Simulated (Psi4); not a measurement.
**OF (SMILES [O]F): UHF/def2-QZVP (sweep point 5)**

Aim: the vertical doublet–quartet gap of OF at UHF/def2-QZVP (sweep point 5), from 2 runs. 

The results are computed with Psi4 1.11.

## 1. The molecule

The species is OF (2 atoms), meant as a doublet with charge 0. As SMILES, `[O]F`. The coordinates come from a GFN2-xTB relaxation.

Bond lengths: O1–F2 1.298 Å.

## 2. A single-point energy at UHF/def2-QZVP (sweep point 5)

Contents of calc.in:

```
memory 1600 mb

molecule system {
  0 2
  O      0.000000     0.000000     0.000000
  F      0.000000     0.000000     1.298450
  symmetry c1
}

set globals {
  basis     def2-QZVP
  reference uhf
  puream    true
  scf_type  pk
  maxiter   150
}

e_tot = energy("hf")
```

Launch:

```console
psi4 calc.in calc.out -n 1
```

calc.out:

```text
[...]
  Running in c1 symmetry.
[...]
  Nuclear repulsion =   29.343262480834841
[...]
  Multiplicity = 2
[...]
  Nalpha       = 9
  Nbeta        = 8
[...]
    Number of basis functions: 114
[...]
   @UHF iter   1:  -174.15435399640589   -6.36326e-01   2.87627e-03 DIIS/ADIIS
[...]
   @UHF iter  11:  -174.21075052665185   -4.10318e-07   6.79820e-07 DIIS
[...]
   @S^2 Observed:                7.608369531E-01
[...]
    Orbital Energies [Eh]
    ---------------------
    Alpha Occupied:
       1A    -26.392387     2A    -20.752267     3A     -1.762201
       4A     -1.313928     5A     -0.845841     6A     -0.800241
       7A     -0.757990     8A     -0.632105     9A     -0.566012
    Alpha Virtual:
      10A      0.203730    11A      0.338848    12A      0.356186
      13A      0.409688    14A      0.440991    15A      0.489949
      16A      0.496272    17A      0.542049    18A      1.035343
      19A      1.126624    20A      1.126921    21A      1.245370
      22A      1.275474    23A      1.465731    24A      1.489309
      25A      1.539124    26A      1.660988    27A      1.661162
[...]
  @UHF Final Energy:  -174.21075052665185
   => Energetics <=
    Nuclear Repulsion Energy =             29.3432624808348415
    One-Electron Energy =                -300.5079593849019943
    Two-Electron Energy =                  96.9539463774152921
    Total Energy =                       -174.2107505266518785
  UHF NO Occupations:
  HONO-2 :    7  A 1.9988211
  HONO-1 :    8  A 1.9973080
[...]
 Multipole Moments:
 ------------------------------------------------------------------------------------
     Multipole            Electronic (a.u.)      Nuclear  (a.u.)        Total (a.u.)
 ------------------------------------------------------------------------------------
 L = 1.  Multiply by 2.5417464519 to convert [e a0] to [Debye]
 Dipole X            :          0.0000000            0.0000000            0.0000000
 Dipole Y            :         -0.0000000            0.0000000           -0.0000000
 Dipole Z            :          0.4630084           -0.5632697           -0.1002613
 Magnitude           :                                                    0.1002613
[...]
```

It took 6.3 s on 1 thread of Intel Xeon Platinum 8259CL at 2.50GHz (Skylake/Cascade Lake), shared host; peak memory 0.55 GiB.

## 3. The quartet

Contents of input.inp:

```
memory 1.6 GB

molecule system {
  0 4
  O      0.000000     0.000000     0.000000
  F      0.000000     0.000000     1.298450
  symmetry c1
}

set basis def2-QZVP
set reference uhf
set puream true
set scf_type pk
set maxiter 150

energy('hf')
print_variables()
```

Launch:

```console
psi4 -i input.inp -o input.out -n 1
```

input.out:

```text
[...]
  Running in c1 symmetry.
[...]
  Nuclear repulsion =   29.343262480834841
[...]
  Multiplicity = 4
[...]
  Nalpha       = 10
  Nbeta        = 7
[...]
    Number of basis functions: 114
[...]
   @UHF iter   1:  -173.98376365060864   -4.65736e-01   2.66273e-03 ADIIS/DIIS
[...]
   @UHF iter  10:  -174.05510270706171   -5.99934e-08   5.26408e-07 DIIS
[...]
   @S^2 Observed:                3.779707009E+00
[...]
    Orbital Energies [Eh]
    ---------------------
    Alpha Occupied:
       1A    -26.325162     2A    -20.791450     3A     -1.815125
       4A     -1.416627     5A     -0.913463     6A     -0.862920
       7A     -0.862920     8A     -0.645224     9A     -0.645224
      10A     -0.374017
    Alpha Virtual:
      11A      0.319927    12A      0.327801    13A      0.327801
      14A      0.440305    15A      0.499269    16A      0.499269
      17A      0.519272    18A      1.039296    19A      1.088081
      20A      1.088081    21A      1.242465    22A      1.242465
      23A      1.412142    24A      1.461857    25A      1.461857
[...]
  @UHF Final Energy:  -174.05510270706171
   => Energetics <=
    Nuclear Repulsion Energy =             29.3432624808348415
    One-Electron Energy =                -300.6444319827508593
    Two-Electron Energy =                  97.2460667948543431
    Total Energy =                       -174.0551027070616783
  UHF NO Occupations:
  HONO-2 :    8  A 1.0000000
  HONO-1 :    9  A 1.0000000
[...]
 Multipole Moments:
 ------------------------------------------------------------------------------------
     Multipole            Electronic (a.u.)      Nuclear  (a.u.)        Total (a.u.)
 ------------------------------------------------------------------------------------
 L = 1.  Multiply by 2.5417464519 to convert [e a0] to [Debye]
 Dipole X            :         -0.0000000            0.0000000           -0.0000000
 Dipole Y            :          0.0000000            0.0000000            0.0000000
 Dipole Z            :          0.0665188           -0.5632697           -0.4967509
 Magnitude           :                                                    0.4967509
[...]
```

It took 6.3 s on 1 thread of Intel Xeon Platinum 8259CL at 2.50GHz (Skylake/Cascade Lake), shared host; peak memory 0.55 GiB.

## 4. What came out

At UHF/def2-QZVP (sweep point 5):

```
                                        quantity          value
                           doublet: total energy  -174.21075 Eh
                          doublet: dipole moment         0.25 D
     doublet: HOMO energy (highest over α and β)      -14.40 eV
      doublet: LUMO energy (lowest over α and β)        2.05 eV
                                   doublet: ⟨S²⟩          0.761
                           quartet: total energy  -174.05510 Eh
                          quartet: dipole moment         1.26 D
     quartet: HOMO energy (highest over α and β)      -10.18 eV
      quartet: LUMO energy (lowest over α and β)        2.12 eV
                                   quartet: ⟨S²⟩          3.780
vertical energy of the quartet above the doublet       4.235 eV
```

**Reading.** At this shape the quartet lies 4.24 eV (98 kcal/mol) above the doublet.
